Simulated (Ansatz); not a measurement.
# CH4Si: the cost of one run

Program: Ansatz 0.2.0, driven from Python. Level of theory: SC-NEVPT2/6-31G*. These are calculated values, not measurements.

## (1) The structure

Bond lengths: C1–Si2 1.902 Å, C1–H3 1.088 Å, C1–H4 1.085 Å, C1–H5 1.088 Å, Si2–H6 1.455 Å. Angles: C1–Si2–H6 120.1°, Si2–C1–H3 110.6°, Si2–C1–H4 111.2°, Si2–C1–H5 110.7°, H3–C1–H4 108.1°, H3–C1–H5 108.1°, H4–C1–H5 108.1°.

No structure file is read: the coordinates are typed or built in the script.

## (2) The code

The input, ch4si.py:

```python
"""Active-space calculation on CH4Si."""

import ansatz as az

GEOMETRY = """
C    -0.14285   -0.38469   -0.43893
Si    0.76864    0.34350    1.06294
H    -1.19993   -0.51693   -0.21789
H     0.26747   -1.35059   -0.71579
H    -0.05776    0.27762   -1.29798
H     0.36443    1.63110    1.60766
"""

geometry = az.Crystal.molecule()
for line in GEOMETRY.strip().splitlines():
    symbol, *xyz = line.split()
    geometry = geometry.atom(symbol, [float(v) for v in xyz])

calc = geometry.calculation().basis(gaussian="6-31G*").correlation(active_electrons=6, active_orbitals=7)
for method in ["sc_nevpt2"]:
    data = (calc if method is None else calc.correlation(method)).run(threads=1, backend="cpu").report
    space = data["configurations"]
    state = space["states"][0]
    print(method or "casscf", f"total {data['free_energy_ev'] / 27.211386246:.6f} Ha, active-space state {state['energy']['hartree']:.6f} Ha, mean field {data['reference_energy_ev'] / 27.211386246:.6f} Ha")
    print("  determinants", state["n_determinants"], " natural occupations", [round(n, 3) for n in space["natural_occupations"]])
```

## (3) The run

On the command line:

```
$ python ch4si.py
```

Q: Estimate wall time and peak memory on 1 thread of Arm Neoverse V1, shared host.

About 10 s, with a peak of 0.16 GiB.
